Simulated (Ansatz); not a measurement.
# SiO (triplet): the correlation ladder at distance Si1–O2 = 1.586 Å, 6-31G

Aim: climb from Hartree-Fock through coupled cluster and multireference methods for SiO (triplet) at one geometry and basis, and see what each rung misses.

Program: Ansatz 0.2.0, Gaussian basis. Level of theory: 6-31G, core rule «outside noble gas», up to 6 orbitals frozen. These are calculated values, not measurements.

To be run: UHF; CCSD(T) on ROHF; CCSD(T) on UHF; BCCD(T) on ROHF; CISD as a restricted active space (open shells left free, so some higher excitations enter); CCSDT(Q) on ROHF; CCSDT(Q) on UHF; CISDTQ; CCSDTQ on ROHF; CCSDTQ on UHF; CASSCF and MRCISD+Q, 4 electrons in 4 orbitals; CASSCF and NEVPT2, 4 electrons in 4 orbitals; CASSCF and MRCISD+Q, 10 electrons in 8 orbitals; CASSCF and NEVPT2, 10 electrons in 8 orbitals; Full CI.

26 further runs of the same task are left out: 5 for a known fault of the program, 19 that didn't finish, 2 set aside as unsound or not needed. Runs told in other sessions of the task aren't counted.

### 1 The geometry

The geometry derives from a PBE0/def2-TZVP stationary point (not a proven minimum). One bond is set to the value named and the two fragments are kept rigid.

2 atoms, charge 0, spin multiplicity 3.

Atoms are counted from 1 here; the program's logs count them from 0.

Bond lengths: Si1–O2 1.586 Å.

### 2 UHF

Contents of in.yaml:

```yaml
crystal:
  periodic: [false, false, false]
  atoms:
    - {symbol: Si, position_ang: [0.000000, 0.000000, 0.000000]}
    - {symbol: O, position_ang: [0.000000, 0.000000, 1.586000]}
basis:
  gaussian: {orbitals: 6-31G}
magnetization: {spin_polarized: true, initial_magnetization: 2}
hamiltonian: {xc: hf}
output: {orbitals: {seedname: orbitals}}
```

Run with:

```bash
$ ansatz run in.yaml --threads 1 --pin off --events-out ev --progress --plain --max-ram 2393MiB
```

Further steps of the session: CCSD(T) on ROHF; CCSD(T) on UHF; BCCD(T) on ROHF; CISD as a restricted active space (open shells left free, so some higher excitations enter); CCSDT(Q) on ROHF; CCSDT(Q) on UHF; CISDTQ; CCSDTQ on ROHF; CCSDTQ on UHF; CASSCF and MRCISD+Q, 4 electrons in 4 orbitals; CASSCF and NEVPT2, 4 electrons in 4 orbitals; CASSCF and MRCISD+Q, 10 electrons in 8 orbitals; CASSCF and NEVPT2, 10 electrons in 8 orbitals; Full CI.

Q: Predict the results of all the runs planned. Wanted: FCI from the RHF energy; RMP2 from FCI; UMP2 from FCI; RCCSD from FCI; RCCSD(T) from FCI; UCCSD(T) from FCI; RCCSDT(Q) from FCI; UCCSDT(Q) from FCI; T1 diagnostic.

The runs gave:

```
                         quantity                                                   value
          FCI from the ROHF energy                                              -4.0079 eV
                    RMP2 from FCI                                             +1106.9 meV
                    UMP2 from FCI                                              +997.9 meV
                   RCCSD from FCI                                              +231.7 meV
                RCCSD(T) from FCI                                               +85.6 meV
                UCCSD(T) from FCI                                               +83.4 meV
               RCCSDT(Q) from FCI                                               -14.0 meV
               UCCSDT(Q) from FCI                                               -14.7 meV
levels within 1 kcal/mol (43 meV)  RCCSDT, UCCSDT, RCCSDT(Q), UCCSDT(Q), RCCSDTQ, UCCSDTQ
                    T1 diagnostic                                                   0.102
   effectively unpaired electrons                                                    2.11
```

In words: RCCSD(T) lands +85.6 meV from the yardstick (2.1 % of the correlation energy). RCCSDT(Q), UCCSDT(Q) fall below full CI: unrestricted runs freeze a spin-polarised core, another one than full CI's, and coupled cluster isn't variational. The occupations are near whole numbers, but T1 = 0.102 shows that the orbitals relax strongly. Coupled cluster took another determinant than the lowest Hartree-Fock one. These misses are within one basis, not against nature; the frozen cores of restricted and unrestricted runs differ, which can shift their rows.

Levels on UHF freeze UHF's core orbitals, full CI those of ROHF, so the U rows can settle a little off it for that reason alone.

With open shells the CI space here admits some higher excitations, so it is larger than plain CISD.
